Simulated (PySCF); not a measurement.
**Functional benchmark on one molecule**

Molecule: `InChI=1S/Li.H`.

Numbering as in the mapped SMILES `[LiH:1]`. Each H is labelled by its parent atom.

Geometry PBE0-D3(BJ)/def2-SVP throughout; GIAO in PySCF, gas phase, one conformer, non-relativistic; equivalent atoms averaged; basis pcSseg-2.

Reference values (HF/multiwavelet basis limit; gas (isolated, no vibration); Jensen, Fla, Jonsson, Monstad, Ruud, Frediani, PCCP 2016, 18, 21145): σ(H(Li1)) = 26.61 ppm, σ(Li1) = 89.5 ppm.

Task: How do the functionals HF, LDA, PBE, BLYP, BP86, OPBE, KT2, KT3, B97-D, B3LYP, PBE0, mPW1PW91, WP04, B97-2, BHandHLYP, CAM-B3LYP, wB97X-D, LC-wPBE perform against the reference? Times are CPU seconds on shared hosts with different chips, so compare them loosely.

Result: 
```tsv
functional	kind	H(Li1)	Li1	abs. error H	abs. error Li	core-s
HF	Hartree–Fock	26.49	89.5	0.12	0.0	0.13
LDA	LDA	25.66	86.5	0.95	3.0	0.4
PBE	GGA	26.20	88.1	0.41	1.4	0.52
BLYP	GGA	26.39	88.3	0.22	1.2	0.63
BP86	GGA	26.34	88.3	0.27	1.2	0.5
OPBE	GGA	26.32	89.1	0.29	0.4	0.44
KT2	GGA	26.34	92.0	0.27	2.5	0.44
KT3	GGA	26.63	91.8	0.02	2.3	0.3
B97-D	GGA	26.55	89.1	0.06	0.4	0.46
B3LYP	global hybrid	26.46	88.2	0.15	1.3	0.59
PBE0	global hybrid	26.30	88.3	0.31	1.2	0.35
mPW1PW91	global hybrid	26.42	88.5	0.19	1.0	0.37
WP04	global hybrid	28.02	89.2	1.41	0.3	0.27
B97-2	global hybrid	26.55	88.9	0.06	0.6	0.23
BHandHLYP	global hybrid	26.51	88.5	0.10	1.0	0.21
CAM-B3LYP	range-separated hybrid	26.36	88.1	0.25	1.4	0.28
wB97X-D	range-separated hybrid	26.59	89.3	0.02	0.2	0.26
LC-wPBE	range-separated hybrid	26.50	88.2	0.11	1.3	0.35
```

For ¹H the closest is KT3 (0.02 ppm, with wB97X-D practically level) and the furthest WP04 (1.41 ppm).

For ⁷Li the closest is HF (0.0 ppm, with wB97X-D, WP04 practically level) and the furthest LDA (3.0 ppm). One molecule is a small sample, and the reference may use another geometry.
